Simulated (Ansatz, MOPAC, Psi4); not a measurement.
Molecule: AlCl$_{3}$, charge 0, multiplicity 1. SMILES: [Cl][Al]([Cl])[Cl]
Geometry from a B3LYP-D3(BJ)/def2-TZVP (Ansatz, a quantum-chemistry and plane-wave program) optimisation:
```
Al
Cl 1 2.0764
Cl 1 2.0764 2 120.00
Cl 1 2.0764 2 120.00 3 -180.00
```
Charge 0, spin multiplicity 1.

Property: vertical ionisation energy to the doublet, in eV. Terms: six Cartesian d functions in 6-31G* and its kin unless marked 5d; spin-orbit terms left out; 6-311+G** with 5d, 6d on Na to Ar in Ansatz; frozen cores in correlated levels; each state is the SCF solution reached for its charge and spin; PM7 with its own dispersion and hydrogen-bond terms; UHF or UKS for open shells; dispersion terms only where a functional's name holds one; non-relativistic. First-principles rows: single points at B3LYP-D3(BJ) geometries (Ansatz). Semi-empirical rows: differences of heats of formation at the shared geometry for vertical values.

```csv
level,program,vertical ionisation energy to the doublet (eV)
AM1,MOPAC,12.46
PM3,MOPAC,11.10
PM6,MOPAC,11.44
PM7,MOPAC,10.95
PBE/6-31G*,Ansatz,10.89
PBE/6-311+G**,Ansatz,10.93
B3LYP/STO-3G,Ansatz,9.95
B3LYP/3-21G,Ansatz,11.73
B3LYP/6-31G*,Ansatz,11.33
B3LYP/6-311+G**,Ansatz,11.38
wB97X-D/6-31G*,Psi4,11.82
MP2/6-31G*,Ansatz,12.09
MP2/6-311+G**,Ansatz,12.09
PBE/def2-TZVPD,Ansatz,10.87
```

No value to compare with is used here. The 13 habitual levels span 9.95 (B3LYP/STO-3G) to 12.46 eV (AM1); PBE/def2-TZVPD gives 10.87.

The levels are drawn from those run, B3LYP/6-31G* more often than the rest, none by its result; left out are runs that failed, that the program found above a lower state of the same kind, or whose <S^2> lies over 0.5 above the pure value.
